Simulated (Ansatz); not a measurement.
We consider fcc Ni, described by r²SCAN+rVV10 (PAW; Ansatz, an electronic-structure program).

Numerical settings: plane-wave cutoff 560 eV, 26×26×26 k mesh, Fermi–Dirac smearing 0.05 eV, spin-polarised with parallel moments, scalar-relativistic PAW data made under PBE.

Pressure at four volumes; x = ln(V/10.403 Å³). One pressure is withheld.

| V (Å³/atom) | x | P (GPa) |
|---|---|---|
| 9.779 | -0.0619 | 16.46 |
| 10.403 | 0.0000 | 0.03 |
| 10.819 | 0.0392 | -8.02 |
| 11.027 | 0.0583 | ? |

Pass a parabola P(x) through the three rows shown, estimate the bulk modulus and its pressure derivative near zero pressure, and predict the withheld pressure.

Slopes between the rows: (0.03 − (16.46))/(0.0000 − (-0.0619)) = -265.43 and (-8.02 − (0.03))/(0.0392 − (0.0000)) = -205.36 GPa. Their difference over the span 0.1011 is c = 60.07/0.1011 = 594.2 GPa, so P(x) = 16.46 + (-265.43)(x − (-0.0619)) + 594.2 (x − (-0.0619))(x − (0.0000)). At the middle row B = −dP/dx = −[-265.43 + 594.2 × 0.0619] = 228.6 GPa, and B′ = dB/dP = 2c/B = 5.2. At x = 0.0583 the parabola gives -11.28 GPa; the run gives -11.36 GPa. The Birch–Murnaghan fit to the energies at all volumes has B0 = 227 GPa and B′ = 5.1.

Measured, for comparison: bulk modulus 192 GPa (0 K value with the zero-point phonon effect removed, our sources range from 186 to 195; as tabulated in Mejia-Rodriguez and Trickey (2018), arXiv:1807.09216). Computed (rounded) less measured: bulk modulus +18 % (+16 % to +22 % over the range).
